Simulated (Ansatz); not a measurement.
# Worked example: correlation energy of SCO, singlet

Geometry: MP2(full)/6-31G*, from the G2/97 set.

```xyz
3

O     0.0000    0.0000   -1.3076
C     0.0000    0.0000   -0.1288
S     0.0000    0.0000    1.4364
```

Basis 6-31G* (Cartesian d functions); Ansatz 0.2.0. Correlated methods freeze the noble-gas cores, which leaves 16 electrons in 42 orbitals. Prefix R: restricted or restricted open-shell reference.

Full CI isn't at hand for all of this; RCCSDTQ serves as the reference, and is uncertain by the last step of the cluster series or more.

RCCSD has a T1 diagnostic of 0.022 and a largest doubles amplitude of 0.07.

Runs differ by some tens of microhartree through their thresholds, so steps under 0.03 kcal/mol mean nothing.

```tsv
level	total energy (hartree)
RHF	-510.255871
RMP2	-510.685526
RCCSD	-510.689601
RCCSD(T)	-510.710437
RCCSDT	-510.711079
RCCSDT(Q)	-510.713082
RCCSDTQ	-510.712835
```

**Question.** What is the correlation energy at RCCSDTQ, and what share of it do RMP2 and RCCSD(T) recover?

**Answer.** E(corr) = -510.712835 − (-510.255871) = -0.456964 hartree = -12.435 eV. RMP2: -0.429655 / -0.456964 = 94.02 %. RCCSD(T): -0.454566 / -0.456964 = 99.48 %.

**Question.** By how many kcal/mol does RCCSD(T) miss RCCSDTQ (1 hartree = 627.509 kcal/mol), and which steps make up the rest?

**Answer.** -510.710437 − (-510.712835) = 0.002398 hartree = 1.50 kcal/mol. Steps: RCCSDT − RCCSD(T) = -0.40, RCCSDT(Q) − RCCSDT = -1.26, RCCSDTQ − RCCSDT(Q) = 0.15 kcal/mol. Differences between like states or geometries often cancel part of this.
